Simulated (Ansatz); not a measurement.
A made-up structure of CH$_{2}$BNa, singlet:

C1  (-0.424, 0.435, -0.242)
B2  (0.311, -0.319, 0.177)
Na3  (1.580, -1.621, 0.902)
H4  (-1.333, 0.014, -0.694)
H5  (-0.134, 1.490, -0.143)
(Å)

It is relaxed with PBE-D4/def2-SVP and then PBE0-D4/def2-TZVP (Ansatz 0.2.0). Atoms count as bonded within 1.22 times the sum of their covalent radii (H–H: 0.88 Å). The end point is not checked to be a true minimum.

Problem. Does its bonding change? (Judge from chemistry; the calculation decides.)

Solution. By the calculation: No: no bond forms or breaks.

Where it ends: The first stage lowers the energy by 3.91 eV in 8 steps. It ends as CH₂BNa ([CH2][B][Na]):
C1  (-0.524, 0.537, -0.299)
B2  (0.384, -0.394, 0.219)
Na3  (1.950, -2.001, 1.114)
H4  (-1.460, 0.246, -0.772)
H5  (-0.350, 1.611, -0.262)
(Å)

Labels in which every atom is bracketed show which atoms are joined, not bond orders.

For scale, one of the runs: PBE0-D4/def2-TZVP relaxation, 106 basis functions, launched by `ansatz run in.yaml --threads 2 --pin off --events-out ev --progress --plain --max-ram 4352MiB`. The run took about 9 s on 2 CPU threads of an Arm Neoverse V1 (shared host).
